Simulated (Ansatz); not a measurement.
CH4B2 (SMILES B=CB), singlet: a single point displaced at random from a GFN2-xTB minimum.

Input (in.yaml):

```yaml
crystal:
  periodic: [false, false, false]
  atoms:
    - {symbol: B, position_ang: [-1.337700, 0.038300, -0.458300]}
    - {symbol: C, position_ang: [0.020300, -0.128900, -0.687800]}
    - {symbol: B, position_ang: [0.815000, 0.067700, 0.661100]}
    - {symbol: H, position_ang: [-2.420700, 0.108100, -0.192500]}
    - {symbol: H, position_ang: [0.616300, -0.251500, -1.613600]}
    - {symbol: H, position_ang: [0.288600, 0.195100, 1.612100]}
    - {symbol: H, position_ang: [1.973300, -0.023700, 0.571400]}
basis:
  gaussian: {orbitals: def2-TZVPP}
hamiltonian: {xc: {name: B97M-V}}
output: {forces: true}
```

An equivalent command:

```bash
ansatz run in.yaml --threads 4 --pin off --events-out ev --progress --plain
```

What Ansatz 0.2.0 printed:

```
Functional definition: B97M-V
  name "B97M-V"
  cite "Mardirossian & Head-Gordon, J. Chem. Phys. 142, 074111 (2015) doi:10.1063/1.4907719"
  cite "Becke, J. Chem. Phys. 107, 8554 (1997) doi:10.1063/1.475007"
  cite "Vydrov & Van Voorhis, J. Chem. Phys. 133, 244103 (2010) doi:10.1063/1.3521275"
  # Of w^i u^j: cxij and so on, Table III.
  parameter cx00 = 1.000
  parameter cx01 = 1.308
  parameter cx02 = 1.901
  parameter cx10 = 0.416
  parameter cx11 = 3.070
  parameter css00 = 1.000
  parameter css02 = -1.855
  parameter css10 = -5.668
  parameter css32 = -20.497
  parameter css42 = -20.364
  parameter cos00 = 1.000
  parameter cos01 = 1.573
  parameter cos03 = -6.298
  parameter cos10 = 2.535
  parameter cos32 = -6.427
  parameter b = 6.0
  parameter c = 0.01
  gx(w, u) = cx00 + cx01*u + cx02*u^2 + (cx10 + cx11*u)*w
  gss(w, u) = css00 + css02*u^2 + css10*w + (css32*w^3 + css42*w^4)*u^2
  gos(w, u) = cos00 + cos01*u + cos03*u^3 + cos10*w + cos32*w^3*u^2
  exchange = spin_sum(e_x_unif_s*gx(b97_w, b97_u_x))
  correlation = spin_sum(e_c_pw_mod_same_spin*gss(b97_w, b97_u_same))
      + integral(e_c_pw_mod_opposite_spin*gos(b97_w_opposite, b97_u_opposite)) + vv10(b, c)
754 factors; their error is unknown
mean field evaluation 1: about -2446.3200 eV, gradient 5.5e1 eV
mean field evaluation 2: about -2419.5341 eV, gradient 1.0e2 eV
mean field evaluation 4: about -2453.5435 eV, gradient 1.2e1 eV
mean field evaluation 8: about -2454.0353 eV, gradient 2.2e-1 eV
mean field evaluation 16: about -2454.0221 eV, gradient 4.1e-4 eV
mean field -2454.02209045 eV, -90.1836484283 hartree, gradient 6.4e-5 eV, S^2 0.000000; 0 other end points of the search recorded, 0 dependent functions left out
the calculation of the forces begins
reference -2454.02215317 eV, -90.1836507329 hartree; 10, 10 occupied and 139, 139 virtual orbitals, 754 factors
Total energy: -2454.02215317 eV, -90.1836507329 hartree
Atom 0 at    -1.337700     0.038300    -0.458300 Å, force     2.281261    -0.387084    -0.449416 eV/Å
Atom 1 at     0.020300    -0.128900    -0.687800 Å, force     0.800595     0.389011     0.120274 eV/Å
Atom 2 at     0.815000     0.067700     0.661100 Å, force    -0.317350    -0.812631    -3.729818 eV/Å
Atom 3 at    -2.420700     0.108100    -0.192500 Å, force    -1.431426     0.201869     0.478321 eV/Å
Atom 4 at     0.616300    -0.251500    -1.613600 Å, force    -0.733481     0.051653     0.853269 eV/Å
Atom 5 at     0.288600     0.195100     1.612100 Å, force    -1.271954     0.461643     2.568372 eV/Å
Atom 6 at     1.973300    -0.023700     0.571400 Å, force     0.672354     0.095539     0.158999 eV/Å
Dipole moment:    -0.330191     0.024489    -0.140810 e Å
```

The lines “mean field evaluation” count trial sets of orbitals through the whole run, from several starts and some on an approximate energy, so they need not fall steadily or lie above the final value.

Hardware: 4 CPU threads, shared host. Wall time about 2.8 s.
